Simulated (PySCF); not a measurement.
# Which orbitals make which state

Thietane 1-oxide, C₃H₆OS.
SMILES: `C1CS(C1)=O`

Method used: TDDFT wB97X-D/def2-SVPD, vertical, gas phase, core orbitals frozen in the response (PySCF). Isolated species at its PBE0-D3(BJ)/def2-SVP geometry (one conformer only).

Orbital energies (eV): HOMO-3 -12.40, HOMO-2 -11.83, HOMO-1 -9.71, HOMO -8.57, LUMO 1.81, LUMO+1 1.92, LUMO+2 2.17.

Problem. Among the lowest singlets, which states do these configurations lead, and at what energies: HOMO→LUMO+2, HOMO→LUMO+1, HOMO-1→LUMO+1, HOMO→LUMO?

Solution. 

```tsv
state	leading configuration	weight	Δε (eV)	E (eV)	E − Δε (eV)	f	other configurations
S1	HOMO→LUMO	0.88	10.38	5.50	-4.89	0.024	H→L+5 (9%)
S2	HOMO→LUMO+1	0.69	10.50	5.81	-4.69	0.0024	H→L+4 (12%)
S3	HOMO→LUMO+2	0.65	10.74	6.56	-4.18	0.024	H→L+4 (24%)
S4	HOMO-1→LUMO+1	0.71	11.63	6.83	-4.80	0.0010	H-1→L+4 (12%)
```

E − Δε runs from -4.89 to -4.18 eV. Among themselves, these states come in the order of their orbital differences. Δε is the difference of the two orbital energies.

H and L stand for HOMO and LUMO. The other states: S5 6.98 eV, f 0.026, H-1→L (46%), H→L+4 (18%), H→L+2 (15%); S6 7.15 eV, f 0.069, H→L+3 (74%), H→L+2 (8%); S7 7.43 eV, f 0.087, H→L+4 (30%), H-1→L (28%), H→L+3 (17%); S8 7.63 eV, f 0.0018, H→L+5 (82%), H→L (8%); S9 7.79 eV, f 0.0018, H-1→L+2 (49%), H-1→L+4 (25%), H-1→L+3 (14%); S10 8.17 eV, f 0.015, H→L+6 (63%), H→L+7 (26%).

Problem. Which computed triplets share their leading configuration (75% or more) with a singlet, and how far apart are the partners?

Solution. 

| configuration | triplet | E(T) (eV) | singlet | E(S) (eV) | E(S) − E(T) (eV) |
| --- | --- | --- | --- | --- | --- |
| HOMO→LUMO | T1 | 4.77 | S1 | 5.50 | +0.73 |

The 4 triplets are Tamm–Dancoff values, the singlets full response.

Summed over the main configurations (up to three a state, each over 8%) of all 10 singlets, the electron leaves HOMO with weight 6.08 and HOMO-1 with weight 2.46.

The vertical ionisation energy (ΔSCF) is 8.90 eV, 0.72 eV above S10.
